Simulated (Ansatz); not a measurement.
**CH4F radical: geometry and frequencies at several levels**

An exercise on one series of results from a longer session: the logs are not shown, and one member is left open.

Program: Ansatz 0.2.0. Level of theory: the levels named in each step. These are calculated values, not measurements.

### The starting structure

Bond lengths: F1–H3 0.932 Å, C2–H4 1.067 Å, C2–H5 1.067 Å, C2–H6 1.068 Å. Angles: H4–C2–H5 119.9°, H4–C2–H6 119.6°, H5–C2–H6 120.5°.

Coordinates:

```xyz
6

F     0.0965   -0.1999   -1.5725
C    -0.1467    0.3237    2.0775
H     0.3746   -1.0628   -1.3550
H    -0.3679    1.0254    2.8509
H    -0.1736    0.6326    1.0561
H     0.0955   -0.6846    2.3328
```

The first run:

Input file input.yaml:

```yaml
crystal:
  periodic: [false, false, false]
  atoms:
    - { symbol: F, position_ang: [0.09651, -0.19993, -1.57253] }
    - { symbol: C, position_ang: [-0.14666, 0.32375, 2.07749] }
    - { symbol: H, position_ang: [0.37457, -1.0628, -1.355] }
    - { symbol: H, position_ang: [-0.36792, 1.02544, 2.85087] }
    - { symbol: H, position_ang: [-0.1736, 0.63257, 1.05607] }
    - { symbol: H, position_ang: [0.09551, -0.68464, 2.33276] }
magnetization:
  spin_polarized: true
  initial_magnetization: 1
basis:
  gaussian: { orbitals: def2-SVP }
hamiltonian:
  xc: pbe
  dispersion: d4
relax:
  f_tol: 0.03
  max_steps: 200
```

Started as:

```
> ansatz run input.yaml --threads 2 --pin off --max-ram 5120MiB --backend cpu --events-out ev --progress --plain --runs-dir out
```

Steps of the session up to this table: A rough first relaxation, PBE-D4/def2-SVP; Relaxation, PBE0-D4/def2-TZVPP; Frequencies, PBE0-D4/def2-TZVPP; Relaxation, PBE-D4/def2-TZVPP; Frequencies, PBE-D4/def2-TZVPP; Relaxation, r2SCAN-D4/def2-TZVPP; Frequencies, r2SCAN-D4/def2-TZVPP; Relaxation, B3LYP-D4/def2-TZVPP; Frequencies, B3LYP-D4/def2-TZVPP; Relaxation, B2PLYP/def2-TZVPP.

One table of the session follows, with a row left open; its other results are not shown here.

It belongs to the step «Geometries side by side». 

```
               level  F1–H3 (Å)  C2–H4 (Å)  dipole (D)  highest frequency (cm⁻¹)
  PBE0-D4/def2-TZVPP     0.9301     1.0808        2.65                      3849
   PBE-D4/def2-TZVPP     0.9486     1.0879        2.70                      3539
r2SCAN-D4/def2-TZVPP          ?          ?           ?                         ?
 B3LYP-D4/def2-TZVPP     0.9340     1.0795        2.66                      3789
   B2PLYP/def2-TZVPP     0.9287     1.0772        2.59                         -
```

Q: Estimate the row for r2SCAN-D4/def2-TZVPP from the others.

**Answer.** F1–H3 (Å): 0.9352; C2–H4 (Å): 1.0803; dipole (D): 2.64; highest frequency (cm⁻¹): 3724. In the column «F1–H3 (Å)» it lies between B3LYP-D4/def2-TZVPP (0.9340) and PBE-D4/def2-TZVPP (0.9486).
